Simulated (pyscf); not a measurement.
This saddle point was located with ωB97X-D3(BJ)/def2-SVP in PySCF.

```xyz
10

O      0.5833    -0.4569     0.6046
W     -1.1062     0.3004    -0.2027
F     -0.5165    -0.3414    -1.8384
F     -2.9051     0.3097     0.2271
F     -1.4952    -1.5102     0.0511
F     -1.6613     1.7124    -1.2552
F     -0.9282     1.3692     1.2840
H      0.7156    -1.4069     0.4652
Cl     1.1566     1.7392    -0.6594
H      1.3408     0.5268     0.0906
```

Surface: singlet, charge 0. Lowest wavenumbers (cm⁻¹): 741i, 85, 112, 177, 188.

Task: What reaction is this the transition state of?

Result: HO–W(F)(F)(F)(F)–F + hydrogen chloride (HCl) ⇌ water (H₂O) + F–W(F)(F)(F)(F)–Cl, a four-centre exchange read from left to right: O–W, Cl–H broken and H–O, Cl–W formed. At ωB97M-D3(BJ)/def2-TZVP it lies +1.06 eV from the left side and +0.81 eV from the right (each side as separated species at their lowest minima found). On the product side the descent ends in an adduct with a O–W contact, 0.06 eV over the separated species and 0.81 eV under the saddle at ωB97X-D3(BJ)/def2-TZVP. What is counted as broken (O–W) persists as a longer contact in the product adduct; parting that adduct is a step of its own. At ωB97X-D3(BJ) the barrier from the zero used here is 0.96 eV. One saddle was located; it need not be the lowest between these sides. Elements past Kr carry the def2 core potentials, without spin-orbit coupling.
